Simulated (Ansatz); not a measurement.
**B2H4O: a ladder of functionals and wavefunction methods**

How much do the methods differ for B2H4O? The plan is to run it at one geometry with functionals of several rungs and with coupled cluster. The yardstick is the atomisation energy at the CCSD(T) limit.

Method: functionals in def2-TZVPP, the program's frozen cores in correlated methods; program: Ansatz 0.2.0, Gaussian basis.

Plan: LDA (SPW92), PBE-D4, revPBE-D4, BLYP-D4, r2SCAN-D4, B97M-V, PBE0-D4, B3LYP-D4, r2SCANh-D4, r2SCAN0-D4, HSE06-D4, BHLYP-D4, CAM-B3LYP-D4, LC-ωPBE, ωB97X-V, ωB97M-V, B2PLYP, PBE-QIDH; CCSD(T)/def2-SVP; CCSD(T)/def2-TZVPP; MP2/def2-QZVPP; extrapolation to the limit; RPA on PBE.

1 further run of the same task is left out (it didn't finish).

### Step 1. The relaxed structure

The geometry comes from an earlier relaxation with PBE0-D4 in a triple-zeta def2 set; it is a stationary point, not always the lowest conformer.

7 atoms, charge 0, spin multiplicity 1.

Atoms are counted from 1 here; the program's logs count them from 0.

Bond lengths: B1–B2 1.671 Å, B1–H4 1.200 Å, B1–H5 1.200 Å, B2–O3 1.357 Å, B2–H6 1.214 Å, O3–H7 0.960 Å. Angles: B2–B1–H4 122.0°, B2–B1–H5 122.0°, H4–B1–H5 115.8°, B1–B2–O3 123.3°, B1–B2–H6 118.1°, O3–B2–H6 118.6°, B2–O3–H7 113.4°.

### Step 2. LDA

This LDA is Slater exchange with PW92 correlation.

in.yaml

```yaml
crystal:
  periodic: [false, false, false]
  atoms:
    - {symbol: B, position_ang: [-1.002971, 0.182913, -0.642538]}
    - {symbol: B, position_ang: [0.324573, 0.033139, 0.360837]}
    - {symbol: O, position_ang: [1.391762, -0.754733, 0.073514]}
    - {symbol: H, position_ang: [-1.975391, -0.508287, -0.516977]}
    - {symbol: H, position_ang: [-1.080944, 1.050077, -1.467807]}
    - {symbol: H, position_ang: [0.330014, 0.663048, 1.398386]}
    - {symbol: H, position_ang: [2.074156, -0.734258, 0.748986]}
basis:
  gaussian: {orbitals: def2-TZVPP}
hamiltonian: {xc: lda}
output: {orbitals: {seedname: orbitals}}
```

Launch:

```sh
> ansatz run in.yaml --threads 2 --pin off --events-out ev --progress --plain --max-ram 4352MiB
```

The runs that follow: PBE-D4 (GGA); revPBE-D4 (GGA); BLYP-D4 (GGA); r2SCAN-D4 (meta-GGA); B97M-V (meta-GGA); B3LYP-D4 (hybrid); r2SCANh-D4 (hybrid); r2SCAN0-D4 (hybrid); HSE06-D4 (hybrid); BHLYP-D4 (hybrid); CAM-B3LYP-D4 (range-separated); LC-ωPBE (range-separated); ωB97X-V (range-separated); ωB97M-V (range-separated); B2PLYP (double hybrid); PBE-QIDH (double hybrid); CCSD(T) in def2-SVP; CCSD(T) in def2-TZVPP; MP2 in def2-QZVPP; RPA on PBE orbitals.

Before running them: what should the planned runs give, taken together? Wanted: atomisation energy, CCSD(T)/CBS; farthest beyond LDA; mean size of error, GGA; mean size of error, meta-GGA; mean size of error, hybrid; mean size of error, range-separated; mean size of error, double hybrid; gap, smallest and largest; T1 diagnostic.

**Answer**, as computed:

| quantity | value |
| --- | --- |
| atomisation energy, CCSD(T)/CBS | 596.8 kcal/mol |
| functionals within 3.0 kcal/mol (0.5 %) | revPBE-D4, r2SCAN0-D4, B2PLYP, PBE-QIDH |
| farthest beyond LDA | PBE-D4 (+12.2 kcal/mol) |
| mean size of error, GGA | 6.5 kcal/mol |
| mean size of error, meta-GGA | 7.5 kcal/mol |
| mean size of error, hybrid | 4.4 kcal/mol |
| mean size of error, range-separated | 6.1 kcal/mol |
| mean size of error, double hybrid | 0.5 kcal/mol |
| gap, smallest and largest | 3.51 eV (LDA (SPW92)), 11.35 eV (LC-ωPBE) |
| T1 diagnostic | 0.0133 |
| triples share of the correlation energy | 3.2 % |

The LDA atomisation energy is off by 81.4 kcal/mol (14 %): it overbinds. PBE-D4 misses by +12.2 kcal/mol. Double hybrids carry the basis error of their MP2 part in triple zeta, and no dispersion term here, so their miss is partly the set-up's. By mean error the best rung here is double hybrid (0.5 kcal/mol) and the worst beyond LDA is meta-GGA (7.5 kcal/mol). Misses under about 3.0 kcal/mol are within the doubt on the reference itself, which lacks core-valence correlation, relativity and higher excitations. Hartree-Fock recovers 78 % of the binding; the rest is correlation. CCSD(T) in def2-SVP is off by -24.7 kcal/mol, more than most functionals: a good method in a small basis is no reference. The gap grows from 3.5 to 11.3 eV across the functionals, mostly with the share of exact exchange.
